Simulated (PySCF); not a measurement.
CH₆Si. Atoms are numbered in the order given.

```xyz
8

Si     0.0000     0.0000    -0.6316
C      0.0000     0.0000     1.2390
H      1.2055     0.6960    -1.1575
H     -1.2055     0.6960    -1.1575
H      0.0000    -1.3920    -1.1575
H      0.8842    -0.5105     1.6267
H     -0.8842    -0.5105     1.6267
H      0.0000     1.0210     1.6267
```

Coordinates come from a PBE0-D3(BJ)/def2-TZVP optimisation. The isomer is the one that the SMILES or the coordinates give; other isomers of the formula were not compared.

Computed with TDDFT-LC-ωPBE/def2-SVPD (PySCF).

Vertical excitations; the highest root listed may be one member of a degenerate set. The molecule is in vacuum. State labels are in the subgroup Cs.

Computed UV-visible absorptions:
| state | symmetry | energy (eV) | λ (nm) | f | main pairs |
|---|---|---|---|---|---|
| S1 | A" | 9.12 | 136 | 0.020 | HOMO−1→LUMO, HOMO−1→LUMO+1, HOMO−1→LUMO+4 (degenerate set) |
| S2 | A' | 9.12 | 136 | 0.020 | HOMO−2→LUMO, HOMO−2→LUMO+1, HOMO−2→LUMO+4 (degenerate set) |
| S3 | A' | 9.20 | 135 | 0.108 | HOMO→LUMO 84 %, HOMO→LUMO+1 13 % |
| S4 | A" | 9.50 | 130 | 0.000 | HOMO−1→LUMO+3 46 %, HOMO−2→LUMO+2 46 % |
| S5 | A" | 9.70 | 128 | 0.149 | HOMO−1→LUMO+1, HOMO−1→LUMO (degenerate set) |
| S6 | A' | 9.70 | 128 | 0.149 | HOMO−2→LUMO+1, HOMO−2→LUMO (degenerate set) |
| S7 | A" | 9.84 | 126 | 0.029 | HOMO→LUMO+2 (degenerate set) |
| S8 | A' | 9.84 | 126 | 0.029 | HOMO→LUMO+3 (degenerate set) |
| S9 | A' | 10.23 | 121 | 0.273 | HOMO→LUMO+1 69 % |
| S10 | A' | 10.48 | 118 | 0.231 | HOMO−2→LUMO+3 41 %, HOMO−1→LUMO+2 41 %, HOMO→LUMO+1 11 % |
| T1 | A" | 8.45 | 147 | 0 | HOMO−1→LUMO, HOMO−1→LUMO+4 (degenerate set) |
| T2 | A' | 8.45 | 147 | 0 | HOMO−2→LUMO, HOMO−2→LUMO+4 (degenerate set) |
| T3 | A' | 8.52 | 145 | 0 | HOMO→LUMO 58 %, HOMO→LUMO+1 27 % |
| T4 | A" | 8.80 | 141 | 0 | HOMO−2→LUMO+2 44 %, HOMO−1→LUMO+3 44 % |
Triplets are in the Tamm–Dancoff approximation, which puts them higher than full response would, so one can lie above its singlet here.
